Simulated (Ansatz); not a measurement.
C2H2Cl (charge -1), closed shell: a pair in one relaxed arrangement.

The input file, in.yaml:

```yaml
crystal:
  periodic: [false, false, false]
  atoms:
    - {symbol: Cl, position_ang: [-1.532183, 0.178834, -2.711828]}
    - {symbol: C, position_ang: [0.682989, -0.079813, 1.208939]}
    - {symbol: C, position_ang: [0.091918, -0.010635, 0.162669]}
    - {symbol: H, position_ang: [1.205369, -0.140919, 2.133568]}
    - {symbol: H, position_ang: [-0.448094, 0.052634, -0.793348]}
basis:
  gaussian: {orbitals: "def2-TZVPPD.json"}
total_charge: -1
hamiltonian: {xc: {name: B97M-V}}
```

The basis file named in the input lies beside it (Basis Set Exchange, JSON).

Command:

```bash
ansatz run in.yaml --threads 2 --pin off --events-out ev --progress --plain --max-ram 5222MiB
```

What Ansatz 0.2.0 printed:

```
Functional definition: B97M-V
  name "B97M-V"
  cite "Mardirossian & Head-Gordon, J. Chem. Phys. 142, 074111 (2015) doi:10.1063/1.4907719"
  cite "Becke, J. Chem. Phys. 107, 8554 (1997) doi:10.1063/1.475007"
  cite "Vydrov & Van Voorhis, J. Chem. Phys. 133, 244103 (2010) doi:10.1063/1.3521275"
  # Of w^i u^j: cxij and so on, Table III.
  parameter cx00 = 1.000
  parameter cx01 = 1.308
  parameter cx02 = 1.901
  parameter cx10 = 0.416
  parameter cx11 = 3.070
  parameter css00 = 1.000
  parameter css02 = -1.855
  parameter css10 = -5.668
  parameter css32 = -20.497
  parameter css42 = -20.364
  parameter cos00 = 1.000
  parameter cos01 = 1.573
  parameter cos03 = -6.298
  parameter cos10 = 2.535
  parameter cos32 = -6.427
  parameter b = 6.0
  parameter c = 0.01
  gx(w, u) = cx00 + cx01*u + cx02*u^2 + (cx10 + cx11*u)*w
  gss(w, u) = css00 + css02*u^2 + css10*w + (css32*w^3 + css42*w^4)*u^2
  gos(w, u) = cos00 + cos01*u + cos03*u^3 + cos10*w + cos32*w^3*u^2
  exchange = spin_sum(e_x_unif_s*gx(b97_w, b97_u_x))
  correlation = spin_sum(e_c_pw_mod_same_spin*gss(b97_w, b97_u_same))
      + integral(e_c_pw_mod_opposite_spin*gos(b97_w_opposite, b97_u_opposite)) + vv10(b, c)
790 factors; their error is unknown
mean field evaluation 1: about -14625.1690 eV, gradient 2.9e1 eV
mean field evaluation 2: about -14624.3763 eV, gradient 3.3e1 eV
mean field evaluation 4: about -14627.1413 eV, gradient 4.8e0 eV
mean field evaluation 8: about -14627.2016 eV, gradient 3.6e-2 eV
mean field evaluation 16: about -14627.1812 eV, gradient 5.7e-5 eV
mean field -14627.18121580 eV, -537.5389950213 hartree, gradient 2.7e-5 eV, S^2 0.000000; 0 other end points of the search recorded, 0 dependent functions left out
reference -14627.18127747 eV, -537.5389972874 hartree; 16, 16 occupied and 143, 143 virtual orbitals, 790 factors
Total energy: -14627.18127747 eV, -537.5389972874 hartree
```

The run took about 2.1 s on 2 CPU threads of an Intel Xeon 6975P-C (shared host).
